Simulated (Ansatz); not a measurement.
## What a trial cell of Rb3Cu relaxes into

Method: DFT PBE, scalar-relativistic, plane waves, PAW (Ansatz 0.2.0). Cutoff 420 eV, Γ-centred k mesh, Gaussian smearing, no spin polarisation in the final step.

Rb3Cu was placed on the Ni3Sn (D0_19) structure type (P6_3/mmc, No. 194), with Cu in place of Sn, Rb in place of Ni, at a guessed volume.

```
Rb Cu
1.0
     7.34731    0.00000    0.00000
    -3.67365    6.36296    0.00000
     0.00000    0.00000    5.89735
Rb Cu
6 2
Direct
  0.83300 0.66600 0.25000
  0.16700 0.83300 0.75000
  0.33400 0.16700 0.25000
  0.16700 0.33400 0.75000
  0.83300 0.16700 0.25000
  0.66600 0.83300 0.75000
  0.33333 0.66667 0.25000
  0.66667 0.33333 0.75000
```

Cell and atoms relax at zero pressure; the relaxation can't lower the symmetry of the start. After a coarse first stage the cell is made exact in the group found at 0.06 Å.

Formation energies are uncorrected and refer to the elements' standard structures at the same level.

Question: Describe the relaxed structure.

Answer: It keeps P6_3/mmc (No. 194), but not the shape of the type it started on. Conventional cell: a = 11.432 Å, c = 4.881 Å. Around Rb lie 2 Cu at 3.54 Å; Cu is coordinated by 6 Rb at 3.54 Å.

Space group P6_3/mmc (No. 194). a = 11.432 Å, b = 11.432 Å, c = 4.881 Å, α = 90.00°, β = 90.00°, γ = 120.00°
| atom | site | symmetry | x | y | z |
| --- | --- | --- | --- | --- | --- |
| Rb | 6h | mm2 | 0.7963 | 0.5926 | 0.2500 |
| Cu | 2c | -6m2 | 0.3333 | 0.6667 | 0.2500 |

Question: What are its volume, energy, density and gap?

Answer: The volume per atom is 69.05 Å³ and the density is 1.92 g/cm³. The energy over the elements is 0.32 eV/atom and the gap on the 6×6×8 mesh is 0 eV (a metal).

The final run used a 6×6×8 mesh on its 8-atom cell and 0.10 eV smearing. The k mesh leaves about 4 meV/atom of noise in metals. Symmetry constrained the relaxation, so the result can be a saddle point.

Cost: 4 runs of about 8.5 core-minutes in all, on AMD EPYC 9B45 (Zen 5) (shared hosts).